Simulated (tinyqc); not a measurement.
Stretching all distances: RHF, UHF, MP2, CISD and CCSD against full CI in the sto-3g basis, for H2O, spin multiplicity 1. Computed by the program tinyqc with PySCF. All coordinates are multiplied by the scale. c0^2 is the weight of the RHF determinant in the lowest singlet FCI state (UHF is spin-contaminated and may lie near states of higher spin) and n(LUMO) the first natural occupation beyond the occupied space.

Geometry (angstrom):
```
atom,x,y,z
O,0.0000,0.0000,0.0000
H,0.0000,0.7430,0.5170
H,0.0000,-0.7430,0.5170
```

Full CI energy (hartree) and errors against it (kcal/mol):
```
scale,distance 1-2 (angstrom),E(FCI),RHF,UHF,MP2,CISD,CCSD,<S^2> UHF,c0^2,n(LUMO)
0.9200,0.8328,-74.926841,21.9767,21.9767,5.7042,0.1933,0.0487,0.0000,0.9849,0.0151
1.1400,1.0319,-75.015692,36.9920,36.9920,11.1178,0.7074,0.1131,0.0000,0.9640,0.0373
1.3600,1.2310,-74.968973,60.3175,60.3175,20.0818,2.4444,0.2818,0.0000,0.9191,0.0873
1.5800,1.4302,-74.894797,93.0373,65.1098,32.7451,6.9665,0.5671,1.0162,0.8392,0.1802
2.0100,1.8194,-74.785863,181.3177,23.4740,63.2879,28.1934,-2.8516,1.7785,0.5847,0.4899
```

Estimate the missing row, scale = 1.8.

Computed row:
```
scale   distance 1-2 (angstrom)      E(FCI)       RHF      UHF      MP2     CISD    CCSD  <S^2> UHF    c0^2  n(LUMO)
1.8000                   1.6293  -74.829454  134.8301  43.1595  48.1039  15.8248  0.2674     1.5408  0.7217   0.3220
```

UHF parts from RHF first at scale 1.58 of those listed, where <S^2> leaves zero. The weight c0^2 goes from 0.98 to 0.58 and n(LUMO) from 0.02 to 0.49: static correlation grows as the bonds break into open-shell fragments. The spread of the error along the curve, which distorts its shape, is CCSD 3.4, CISD 28.0, UHF 43.1, MP2 57.6, RHF 159.3 kcal/mol. Below FCI somewhere: CCSD, as non-variational methods may be. The table stops here: at scale 2.23 and beyond, the reference weight falls under 0.45 or RHF, UHF or CCSD hop between solutions, so those rows were left out and the spreads given cover only the rows shown. As computed, partly on other solutions, the errors there reach in size RHF 265, UHF 39, MP2 134, CISD 48, CCSD 3 kcal/mol.
